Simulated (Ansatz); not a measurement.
```yaml
crystal:
  periodic: [false, false, false]
  atoms:
    - {symbol: F, position_ang: [-0.358276, -2.020931, -0.611163]}
    - {symbol: C, position_ang: [0.505434, -0.953978, -0.400205]}
    - {symbol: C, position_ang: [-0.088926, 0.010592, 0.554888]}
    - {symbol: C, position_ang: [-0.480385, 1.220713, 0.203785]}
    - {symbol: F, position_ang: [-0.387507, 1.733218, -1.000381]}
    - {symbol: F, position_ang: [-1.009204, 2.099022, 1.019950]}
    - {symbol: H, position_ang: [0.705041, -0.487803, -1.366895]}
    - {symbol: H, position_ang: [1.435664, -1.372194, -0.005432]}
    - {symbol: H, position_ang: [-0.233340, -0.274940, 1.588353]}
basis:
  gaussian: {orbitals: def2-TZVP}
hamiltonian: {xc: {name: M06-2X}, dispersion: rvv10}
output: {forces: true}
```

```sh
$ ansatz run in.yaml --threads 4 --pin off --events-out ev --progress --plain --max-ram 10444MiB
```

(1) How does Ansatz answer? (An estimate is asked.)

Results:

(1) The calculation gave: The program refused the input.
```
Error: YAML parse error: error: line 15 column 19: hamiltonian.xc: no functional is named "M06-2X"; the names, which are not case-sensitive, are SVWN5, SPW92, PBE, PBE0, PBEsol, revPBE, revPBE0, RPBE, rPW86-PBE, HSE06, wPBEh, LC-wPBE, HISS, HF, BLYP, B3LYP, B3LYP5, BHLYP, CAM-B3LYP, r2SCAN, r2SCANh, r2SCAN0, r2SCAN50, m-r2SCAN, B97, wB97, wB97X, wB97X-V, B97M-V, wB97M-V, B2PLYP, B2GP-PLYP, PBE0-DH, PBE-QIDH
13 | basis:
14 |   gaussian: {orbitals: def2-TZVP}
15 | hamiltonian: {xc: {name: M06-2X}, dispersion: rvv10}
16 | output: {forces: true}
```

HSE06 is defined as in plane-wave codes.
